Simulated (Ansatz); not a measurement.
Below is the output of a Python script on the Ansatz DFT code, driven from Python that makes harmonic frequencies at the relaxed geometry of AlFH3P, SMILES [F][AlH][PH2]. Write a script that gives it. Use (for the species named): PBE, 6-31G* basis, multiplicity 1.

```json
{"atom": "F", "x (Å)": "-1.7889", "y (Å)": "-1.0726", "z (Å)": "0.9272"}
{"atom": "Al", "x (Å)": "-0.4844", "y (Å)": "-0.8267", "z (Å)": "-0.2522"}
{"atom": "P", "x (Å)": "1.2594", "y (Å)": "0.6032", "z (Å)": "0.2470"}
{"atom": "H", "x (Å)": "-0.4262", "y (Å)": "-1.5941", "z (Å)": "-1.6478"}
{"atom": "H", "x (Å)": "0.8772", "y (Å)": "1.6081", "z (Å)": "-0.7102"}
{"atom": "H", "x (Å)": "0.6049", "y (Å)": "1.2181", "z (Å)": "1.3899"}
```

```console
$ python run_freq.py
calc: step   1  E = -18641.281675 eV  max force 1.6400 eV/A
calc: step   2  E = -18641.392855 eV  max force 1.0435 eV/A
calc: step   3  E = -18641.421241 eV  max force 0.7600 eV/A
calc: step   4  E = -18641.460639 eV  max force 0.2042 eV/A
calc: step   5  E = -18641.467020 eV  max force 0.1042 eV/A
calc: step   6  E = -18641.468164 eV  max force 0.0421 eV/A
calc: step   7  E = -18641.468605 eV  max force 0.0164 eV/A
calc: step   8  E = -18641.468671 eV  max force 0.0136 eV/A
calc: step   9  E = -18641.468753 eV  max force 0.0100 eV/A
calc: step  10  E = -18641.468756 eV  max force 0.0082 eV/A
calc: step  11  E = -18641.468758 eV  max force 0.0004 eV/A
calc: final positions (A) and the move of each atom
calc: F    -1.59359   -1.31460    0.93214    0.3110
calc: Al   -0.49888   -0.79838   -0.22293    0.0432
calc: P     1.25722    0.59970    0.43210    0.1851
calc: H    -0.66110   -1.40773   -1.69324    0.3033
calc: H     1.11769    1.42024   -0.74080    0.3067
calc: H     0.42066    1.43677    1.24663    0.3198
calc: mode  1     120.2 1/cm    14.90 meV
calc: mode  2     166.5 1/cm    20.64 meV
calc: mode  3     368.5 1/cm    45.69 meV
calc: mode  4     395.4 1/cm    49.03 meV
calc: mode  5     555.1 1/cm    68.82 meV
calc: mode  6     584.8 1/cm    72.50 meV
calc: mode  7     682.7 1/cm    84.64 meV
calc: mode  8     839.1 1/cm   104.03 meV
calc: mode  9    1079.3 1/cm   133.82 meV
calc: mode 10    1891.8 1/cm   234.55 meV
calc: mode 11    2328.8 1/cm   288.73 meV
calc: mode 12    2351.3 1/cm   291.52 meV
imaginary modes: 0  zero-point energy: 0.7044 eV
calc: H(298 K) - E = 0.8763 eV
calc: S(298 K, 1 bar) = 306.7 J/(mol K) with symmetry number 1
```

The script that was run (others could print the same):

`run_freq.py`
```python
"""Harmonic frequencies of AlFH3P at its relaxed geometry."""

import logging
import sys
import warnings

import ansatz as az
from ase import Atoms
from ase.thermochemistry import IdealGasThermo
import numpy as np

logging.basicConfig(stream=sys.stdout, format="%(name)s: %(message)s")
log = logging.getLogger("calc")
log.setLevel(logging.INFO)

warnings.simplefilter("ignore", az.DeckWarning)

atoms = Atoms(["F", "Al", "P", "H", "H", "H"], positions=[
    (-1.7889, -1.0726, 0.9272),
    (-0.4844, -0.8267, -0.2522),
    (1.2594, 0.6032, 0.247),
    (-0.4262, -1.5941, -1.6478),
    (0.8772, 1.6081, -0.7102),
    (0.6049, 1.2181, 1.3899),
])
system = az.Crystal.molecule_from_ase(atoms)

calculation = system.calculation().basis(gaussian="6-31G*").functional("PBE")
symbols = [site.symbol for site in system.cartesian_sites]
start = np.array([site.position_ang for site in system.cartesian_sites], dtype=float)
def progress(event):
    if event["event"] == "relax_step":
        row = event["data"]
        log.info(f"step {row['step']:3d}  E = {row['lagrangian_ev']:.6f} eV  max force {row['allowed_force_max_ev_ang']:.4f} eV/A")


report = calculation.relax(force_tolerance=0.003, max_steps=100).session().plan().execute(on_event=progress).report
end = np.array(report["positions_ang"])

log.info("final positions (A) and the move of each atom")
for symbol, xyz, old in zip(symbols, end, start):
    log.info(f"{symbol:2s} {xyz[0]:10.5f} {xyz[1]:10.5f} {xyz[2]:10.5f}   {np.linalg.norm(xyz - old):7.4f}")

# frequencies need a stationary point, so they are taken at the relaxed geometry
minimum = az.Crystal.molecule()
for symbol, xyz in zip(symbols, end):
    minimum = minimum.atom(symbol, xyz.tolist())
vibrating = (
    minimum.calculation()
    .basis(gaussian="6-31G*")
    .functional("PBE")
    .phonons(temperatures=(298.15, 498.15, 100))
)
vib = vibrating.run(threads=1, pin="off").report["vibrations"]
sums = vib["harmonic_sums"]
modes = [m["omega_inv_cm"] for m in sums["modes_at_gamma"] if m["rigid_motion"] == "no"]
for number, w in enumerate(modes, start=1):
    log.info(f"mode {number:2d} {w:9.1f} 1/cm {w / 8065.544 * 1000:8.2f} meV")
print("imaginary modes:", sum(w < 0 for w in modes), " zero-point energy:", round(sums["zero_point_energy_ev"], 4), "eV")
# rigid rotor and ideal gas, symmetry number taken as one
gas = IdealGasThermo(vib_energies=[w / 8065.544 for w in modes if w > 0], geometry="linear" if len(modes) == 3 * len(symbols) - 5 else "nonlinear",
                     atoms=Atoms(symbols, positions=end), symmetrynumber=1, spin=0.0)
log.info(f"H(298 K) - E = {gas.get_enthalpy(298.15, verbose=False):.4f} eV")
log.info(f"S(298 K, 1 bar) = {96485.33 * gas.get_entropy(298.15, 1e5, verbose=False):.1f} J/(mol K) with symmetry number 1")
```

Caveats:
- Total energies depend on the basis set; only differences at equal settings carry meaning.
- The frequencies are harmonic and unscaled, in a modest basis. The result belongs to the one conformer reached from this start, and soft torsions count as harmonic oscillators.
- The entropy takes a symmetry number of 1; a symmetric molecule's is lower by R ln(sigma).
- The whole script took 33 s on 1 thread of Intel(R) Xeon(R) 6975P-C (Granite Rapids), on a shared host, peak memory 0.24 GiB.

(Lines on the test bed's own set-up are left out of the output.)
